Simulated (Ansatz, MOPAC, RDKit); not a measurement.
System: hydrogen isocyanide, CHN, net charge 0, singlet state. SMILES: [NH+]#[C-]

Atoms: C1, N2, H3. Bonds: C1-N2, N2-H3.

Bond lengths (Å) and angles (degrees) optimised at UFF with RDKit; AM1 with MOPAC; MNDO with MOPAC; PBE/6-31G* with Ansatz (a first-principles code); B3LYP/LANL2DZ with Ansatz; MP2/6-31G* with Ansatz, each started from the B3LYP-D3(BJ)/def2-TZVP structure (Ansatz) of the last column. A row stands for all coordinates that are equal there. 6-31G* holds six Cartesian d functions. No wavenumbers were computed at UFF, MNDO, PBE/6-31G*, B3LYP/LANL2DZ, MP2/6-31G*, so these may be saddle points.

| coordinate | UFF | AM1 | MNDO | PBE/6-31G* | B3LYP/LANL2DZ | MP2/6-31G* | B3LYP-D3(BJ)/def2-TZVP |
|---|---|---|---|---|---|---|---|
| C1-N2 | 1.157 | 1.178 | 1.185 | 1.188 | 1.195 | 1.187 | 1.164 |
| N2-H3 | 1.001 | 0.967 | 0.975 | 1.009 | 1.001 | 1.002 | 0.997 |
| C1-N2-H3 | 180.0 | 180.0 | 180.0 | 180.0 | 180.0 | 180.0 | 180.0 |

Mean signed difference of all 2 bond lengths from B3LYP-D3(BJ)/def2-TZVP: UFF -0.002 Å, AM1 -0.008 Å, MNDO -0.001 Å, PBE/6-31G* 0.018 Å, B3LYP/LANL2DZ 0.017 Å, MP2/6-31G* 0.014 Å.
